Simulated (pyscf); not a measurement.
Thermochemistry of product channels of F–MoH(F)(F)(F)–F + HO–SiH₃ on the singlet surface, in kcal/mol, from ωB97M-D3(BJ)/def2-TZVP energies (ideal gas, 1 atm, RRHO with modes under 100 cm⁻¹ raised to 100, one conformer, R ln 2 for chiral ones without a mode under 150 cm⁻¹). Single points on ωB97X-D3(BJ)/def2-SVP structures (PySCF, gas phase).

```tsv
products	ΔE	ΔH(298 K)	ΔG(600 K)	ΔG(1200 K)
HF + F–MoH(F)(F)(F)–O–SiH₃	+0.3	-0.2	+1.8	+2.6
F–Mo(F)(F)(F)(F)–O–SiH₃ + H₂	…	-28.0	-21.5	…
```

Problem. What belongs in the gaps?

Solution. 
- F–Mo(F)(F)(F)(F)–O–SiH₃ + H₂, ΔE: -24.9
- F–Mo(F)(F)(F)(F)–O–SiH₃ + H₂, ΔG(1200 K): -17.4

These are energies of the channels, which say nothing of barriers. Elements past Kr carry the def2 core potentials, without spin-orbit coupling.
